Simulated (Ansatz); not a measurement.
One change: `CC1(O)C=C1` becomes `OC1(F)C=C1`.

Ansatz, PBE0-D4/def2-TZVP geometries, multiplicity 1. Each molecule was computed in one conformer, which needn't be the lowest.

```json
{"property": "HOMO energy (B3LYP/def2-TZVPP) / eV", "`CC1(O)C=C1`": "-6.84"}
{"property": "HOMO–LUMO gap (PBE0/def2-TZVPP) / eV", "`CC1(O)C=C1`": "6.91"}
{"property": "HOMO–LUMO gap (ωB97M-V/def2-TZVPP) / eV", "`CC1(O)C=C1`": "11.36"}
{"property": "HOMO energy (PBE/def2-TZVPP) / eV", "`CC1(O)C=C1`": "-5.61"}
{"property": "HOMO energy (PBE0/def2-TZVPP) / eV", "`CC1(O)C=C1`": "-7.05"}
{"property": "ideal-gas entropy at 298 K and 1 bar (rigid rotor, harmonic PBE0-D4/def2-TZVP) / J/(mol·K)", "`CC1(O)C=C1`": "302"}
```

Task: What does the change do to each property? (An estimate is asked.)

Result: The calculation gave: 
```
                                                                                  property  `OC1(F)C=C1`  shift
                                                       HOMO energy (B3LYP/def2-TZVPP) / eV         -7.64  -0.80
                                                      HOMO–LUMO gap (PBE0/def2-TZVPP) / eV          7.47   0.56
                                                   HOMO–LUMO gap (ωB97M-V/def2-TZVPP) / eV         11.99   0.63
                                                         HOMO energy (PBE/def2-TZVPP) / eV         -6.32  -0.71
                                                        HOMO energy (PBE0/def2-TZVPP) / eV         -7.85  -0.80
ideal-gas entropy at 298 K and 1 bar (rigid rotor, harmonic PBE0-D4/def2-TZVP) / J/(mol·K)           292    -10
```

With PBE0 the HOMO falls by 0.80 eV and the LUMO falls by 0.25 eV, so the gap widens by about 0.55 eV. PBE moves the HOMO by -0.71 eV and ωB97M-V by -0.83 eV. The zero-point energy changes by -93.3 kJ/mol with -9 modes.

B3LYP here is the variant with VWN-RPA as its local correlation; programs differ in this.
